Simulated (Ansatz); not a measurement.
Ansatz (a quantum-chemistry and plane-wave program) input:

Ansatz 0.2 input:
```yaml
crystal:
  periodic: [false, false, false]
  atoms:
    - {symbol: C, position_ang: [1.32387517, -0.33985083, 0.00171701]}
    - {symbol: C, position_ang: [0.13350059, 0.54571857, -0.00149199]}
    - {symbol: N, position_ang: [-1.30429584, -0.04547649, -0.00059978]}
    - {symbol: H, position_ang: [1.36721107, -0.97230732, 0.90415822]}
    - {symbol: H, position_ang: [1.36821965, -0.97747849, -0.89702872]}
    - {symbol: H, position_ang: [0.12900011, 1.20414918, -0.88342468]}
    - {symbol: H, position_ang: [0.12801455, 1.20920228, 0.87663992]}
    - {symbol: H, position_ang: [-1.30375831, -0.68794311, 0.79374403]}
    - {symbol: H, position_ang: [-1.30287079, -0.69249357, -0.79124042]}
basis:
  gaussian:
    orbitals: 6-31G*
total_charge: -1
magnetization: {spin_polarized: false}
correlation: {method: ccsd_t, electrons: outside_noble_gas}
```

**Question.** Which total energy does the run end on?

**Answer.** -134.01999 Eh (CCSD(T)/6-31G*).

It need not be the lowest isomer of its formula. Whether it binds its extra electron was not tested at this geometry.
